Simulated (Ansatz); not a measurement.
A nudged elastic band was laid between two geometries of FH + H4Si (7 atoms, charge 0, multiplicity 1).

Level of theory: RKS PBE0-D4/def2-TZVP in Ansatz.

- movable images: 7
- climbing image: yes
- spring: 5.0 eV/Å²
- optimiser: quadratic models (default)
- start path: through a guess of the saddle point
- force threshold: 0.05 eV/Å
- iteration limit: 60
- end points: relaxed

Image 0:

```xyz
7
Properties=species:S:1:pos:R:3
Si 0.313 -0.001 -0.192
H 0.022 -0.004 1.274
H 1.786 0.001 -0.353
H -0.279 1.219 -0.790
H -0.277 -1.219 -0.794
F -2.628 0.003 1.751
H -1.703 0.001 1.744
```

Image 8:

```xyz
7
Properties=species:S:1:pos:R:3
Si -0.279 0.001 -0.732
H -0.368 -0.003 3.380
H 0.934 0.000 0.119
H -0.327 1.221 -1.572
H -0.328 -1.217 -1.575
F -1.564 0.001 0.225
H -0.835 -0.002 2.796
```

Which bonds break or form, and what moves?

Bonds broken: Si1–H2, F6–H7. Bonds formed: Si1–F6, H2–H7. FH + H4Si becomes FH3Si + H2.

What energy profile does the band end with?

The forces met the threshold. The highest image is number 3 of 0 to 8, 130.8 kJ/mol above the first end and 227.2 kJ/mol above the last; the last end lies 96.4 kJ/mol below the first. A vibrational analysis at the climbing image gives one clearly imaginary mode, 1135i cm⁻¹: a first-order saddle point. The orbitals stay closed-shell, which can raise the energy where a bond breaks towards radicals; this wasn't checked here.

| image | path coordinate (Å) | energy (kJ/mol) | Si1–H2 (Å) | F6–H7 (Å) | Si1–F6 (Å) |
| --- | --- | --- | --- | --- | --- |
| 0 | 0.00 | 0.0 | 1.49 | 0.93 | 3.52 |
| 1 | 0.62 | 3.1 | 1.50 | 0.93 | 3.03 |
| 2 | 1.24 | 40.0 | 1.53 | 0.95 | 2.44 |
| 3 | 1.85 | 130.8 | 1.70 | 1.21 | 1.94 |
| 4 | 2.45 | 32.4 | 2.06 | 1.66 | 1.67 |
| 5 | 3.06 | -48.7 | 2.51 | 1.94 | 1.61 |
| 6 | 3.66 | -86.5 | 2.99 | 2.25 | 1.60 |
| 7 | 4.26 | -95.3 | 3.57 | 2.56 | 1.60 |
| 8 | 4.86 | -96.4 | 4.11 | 2.67 | 1.60 |

What is the geometry of the highest image?


```xyz
7
Properties=species:S:1:pos:R:3
Si -0.181 0.000 -0.035
H 0.028 -0.002 1.650
H 1.316 -0.001 -0.037
H -0.541 1.275 -0.687
H -0.543 -1.273 -0.690
F -1.903 0.000 0.855
H -0.942 -0.001 1.585
```

What are the harmonic wavenumbers there?

1135i, 133, 554, 720, 736, 934, 989, 1046, 1137, 1187, 1819, 2089, 2160, 2260, 2287 cm⁻¹.

Run time: 81 s on 2 threads of Arm Neoverse V1, with other jobs on the host, peak memory 0.15 GiB.
